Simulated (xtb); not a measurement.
Si(H)3(Me) (CH6Si), SMILES C[SiH3]. All values are semi-empirical tight-binding results from xtb (GFN2-xTB unless named), good for trends rather than for accurate numbers. Geometry: GFN2-xTB. The isomer is the one that the SMILES or the coordinates give; other isomers of the formula were not compared.

Optimised geometry:

```xyz
8

Si     0.0000     0.0000    -0.6451
C      0.0000     0.0000     1.2503
H      1.1111    -0.8191    -1.1352
H      0.1538     1.3718    -1.1352
H     -1.2649    -0.5527    -1.1352
H     -0.1020    -1.0072     1.6452
H     -0.8212     0.5919     1.6452
H      0.9232     0.4153     1.6452
```

Q: Estimate the properties. (An estimate is asked for; the answer gives what the named calculation found.)

A: 
point group as xtb finds it: C3v
orbital gap: 6.38 eV
dipole moment: 0.41 D
zero-point energy: 37.5 kcal/mol
G − E(el) at 298.15 K (modified RRHO): 22.4 kcal/mol
static polarisability (D4 model): 45.2 bohr³
solvation energy, GFN2-xTB/ALPB(water): 0.7 kcal/mol
solvation energy, GFN2-xTB/ALPB(ether): -1.5 kcal/mol

Computed atomic charges and the Wiberg bond orders between heavy atoms:
charges (e) Si1 0.44, C2 -0.20, H3 -0.10, H4 -0.10, H5 -0.10, H6 0.02, H7 0.02, H8 0.02. Bond orders Si1–C2 0.93.
